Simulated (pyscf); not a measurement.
Thermochemistry of product channels of H₃Si–O–GaH₂ + HCl on the singlet surface, in eV, from CCSD(T)/def2-TZVPP + ΔMP2(QZVPP) energies (ideal gas, 1 atm, RRHO with modes under 100 cm⁻¹ raised to 100, one conformer, R ln 2 for chiral ones without a mode under 150 cm⁻¹). PySCF, gas phase, ωB97X-D3(BJ)/def2-SVP geometries. MP2 and CC: frozen core, UHF for open shells. ΔMP2 is the change of the MP2 total energy from the triple- to the quadruple-zeta basis.

```tsv
products	ΔE	ΔH(298 K)	ΔG(298 K)	ΔG(900 K)
HO–GaH₂ + H₃Si–Cl	+0.10	+0.16	+0.16	+0.18
Cl–GaH₂ + HO–SiH₃	-0.42	-0.36	-0.39	-0.41
```

These are energies of the channels, which say nothing of barriers. The CCSD(T) − MP2 part came from Ansatz, without density fitting, on the same reference. The frozen core leaves the outer d or s,p core shells of the metals and heavy elements correlated in the MP2 and CC values, and def2-TZVPP describes them poorly, which can shift differences by a few kcal/mol. Elements up to Kr have no core potential and no relativistic terms here.
